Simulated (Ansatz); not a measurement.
C3H5NO can be A, `NC1CC1=O`, or B, `COC=C=N`.

Gas-phase electronic energies from Ansatz, PBE0-D4/def2-TZVP geometries. CBS: MP2 limit from def2 TZ/QZ plus the TZ coupled-cluster correction, frozen cores. DFT in def2-TZVPP. B3LYP here is the variant with VWN-RPA as its local correlation; programs differ in this. Each species was taken in one conformer, which may not be the lowest.

A:

Z-matrix (Å, degrees):
```
C
C 1 1.553
C 1 1.470 2 58.1
N 1 1.436 2 119.7 3 -112.5
H 1 1.087 2 113.3 3 109.3
H 2 1.085 1 116.2 3 -111.3
H 2 1.088 1 118.9 3 106.1
O 3 1.193 1 148.4 2 -166.0
H 4 1.014 1 110.5 2 38.1
H 4 1.014 1 110.2 2 155.7
```

B:

```xyz
10

C     1.3410   -1.1209    0.0973
O     0.0482   -0.7723    0.5472
C    -0.2314    0.5563    0.3682
C    -1.2859    0.9491   -0.3049
N    -2.2107    1.3410   -1.0001
H     1.4833   -2.1757    0.3313
H     1.4388   -0.9673   -0.9828
H     2.1104   -0.5311    0.6110
H     0.4111    1.2904    0.8484
H    -3.1048    1.4305   -0.5156
```

(1) Which isomer does CCSD(T)/CBS put lower? Give the gap. (Estimate.)

(2) Give E(B) − E(A) in kJ/mol with ωB97M-V, BLYP-D4, r2SCAN-D4, PBE-D4, B3LYP-D4, MP2/def2-TZVPP, B2PLYP. (Best estimate.)

(3) Does the order hold for the free energy at 298.15 K (harmonic terms from PBE0-D4)? (An estimate is asked.)

Largest T1 diagnostic: 0.014.

Answers

(1) The calculation gave: A, by 31.4 kJ/mol.

(2) The calculation gave: ωB97M-V 33.4, BLYP-D4 8.5, r2SCAN-D4 31.9, PBE-D4 34.6, B3LYP-D4 16.7, MP2/def2-TZVPP 40.9, B2PLYP 22.3. None reverses the order clearly.

(3) The calculation gave: Yes: G(B) − G(A) = +27.4 kJ/mol, for one conformer each.

From PBE to PBE0 (25 % exact exchange), in def2-TZVPP and without D4, E(B) − E(A) moves by +7.9 kJ/mol. In def2-TZVPP, CCSD(T) changes the Hartree–Fock value by +12.2 kJ/mol (the triples alone add −0.7 kJ/mol) and MP2 by +24.3 kJ/mol.
